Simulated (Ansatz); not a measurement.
**CH₂+ (doublet): from Hartree-Fock to the top rungs, def2-TZVPP**

The task here is to estimate one member of a computed series from the others.

The runs use Ansatz 0.2.0, Gaussian basis; def2-TZVPP, core rule «outside noble gas», up to 1 orbitals frozen.

The runs, in order: UHF; ROHF; CCSD(T) on UHF.

2 further runs of the same task are left out: 2 set aside as unsound or not needed.

### The geometry

The geometry is a PBE0/def2-TZVP stationary point (not a proven minimum) of the parent state, kept for this charge and spin.

3 atoms, charge 1, spin multiplicity 2.

Atoms are counted from 1 here; the program's logs count them from 0.

Bond lengths: C1–H2 1.079 Å, C1–H3 1.079 Å. Angles: H2–C1–H3 134.8°.

As a file:

```xyz
3

C     0.00000   -0.05957    0.00000
H     0.00000    0.35490   -0.99616
H     0.00000    0.35490    0.99616
```

Set-up of the first run:

in.yaml

```yaml
crystal:
  periodic: [false, false, false]
  atoms:
    - {symbol: C, position_ang: [0.000000, -0.059567, 0.000000]}
    - {symbol: H, position_ang: [0.000000, 0.354901, -0.996161]}
    - {symbol: H, position_ang: [0.000000, 0.354901, 0.996161]}
basis:
  gaussian: {orbitals: def2-TZVPP}
total_charge: 1
magnetization: {spin_polarized: true, initial_magnetization: 1}
hamiltonian: {xc: hf}
output: {orbitals: {seedname: orbitals}}
```

Command:

```console
$ ansatz run in.yaml --threads 1 --pin off --events-out ev --progress --plain --max-ram 4096MiB --backend cpu
```

Among the steps run: UHF; ROHF; CCSD(T) on UHF.

One table of the session follows, with a row left open; its other results are not shown here.

```
  method  from UCCSD(T) (meV)
    ROHF                    ?
     UHF              +3156.6
    UMP2               +595.4
   UCCSD                +56.4
UCCSD(T)                    0
```

**Question.** Estimate the row for ROHF.

The run gave: from UCCSD(T) (meV): +3229.1. In the column «from UCCSD(T) (meV)» it is the highest.
